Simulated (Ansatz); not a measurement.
Ideal-gas functions of C3H4O2 (`OC#CCO`) at 500 K and 1 bar, from an Ansatz frequency run at PBE0-D4/def2-TZVP.

Molar mass 72.06 g/mol, point group C1 (symmetry number 1), electronic degeneracy 1, moments of inertia 18.381, 236.997, 249.98 u Å². Harmonic wavenumbers (cm⁻¹, unscaled): 126, 190, 210, 296, 396, 428, 533, 788, 984, 1070, 1220, 1237, 1317, 1349, 1425, 1486, 2411, 3008, 3090, 3802, 3860.

Use S(trans) = R[1.5 ln M + 2.5 ln T − 1.1517]; rotational temperatures θ = 24.2544 K / I; S(rot) = R[ln(√π/σ · √(T³/θAθBθC)) + 1.5]; for each mode x = 1.438777 ν̃/T, S = R[x/(eˣ − 1) − ln(1 − e⁻ˣ)] and H = RT x/(eˣ − 1); 1 cm⁻¹ = 0.0119627 kJ/mol; R = 8.31446 J/(mol·K).

**Question.** By hand: the entropy, in J/(mol·K).

**Answer.** Translation 172.9. Rotation: θ = 1.3195, 0.1023, 0.097 K, giving 112.8. Vibration, mode by mode: 16.80, 13.44, 12.63, 9.90, 7.66, 7.09, 5.53, 3.09, 1.98, 1.63, 1.15, 1.11, 0.92, 0.85, 0.71, 0.62, 0.06, 0.01, 0.01, 0.00, 0.00, in all 85.2. Electronic 0.0. Sum 370.9 J/(mol·K).

**Question.** By hand: H − E and G − E in kJ/mol, counted from the electronic energy.

**Answer.** Zero-point energy ½ × 29226 × 0.0119627 = 174.8; thermal vibration 22.9; translation, rotation and pV give 4 RT = 16.6. H − E = 214.3 kJ/mol, and G − E = 214.3 − 500 × 370.9/1000 = 28.9 kJ/mol.

Vibration gives 23 % of the entropy, 16.8 J/(mol·K) of it from the mode under 150 cm⁻¹: soft modes count most, and the harmonic formula is weakest for them. The sum counts one conformer and one mirror image; others add a mixing term.
